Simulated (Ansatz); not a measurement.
Results of LDA (Ansatz, a quantum-chemistry and plane-wave program, PAW) for hcp Be.

Numerical settings: plane-wave cutoff 500 eV, 24×16×1 k mesh (along the axes of the cell as run), Fermi–Dirac smearing 0.1 eV, scalar-relativistic PAW data made under PBE.

**Question.** What does this level give for the surface energy of the (10-10) face and work function of the (10-10) face?

**Answer.** 
- surface energy of the (10-10) face = 2.19 J/m²
- work function of the (10-10) face = 4.67 eV

The slab of 14 atoms is relaxed and unreconstructed.

Computed values are for the static lattice.
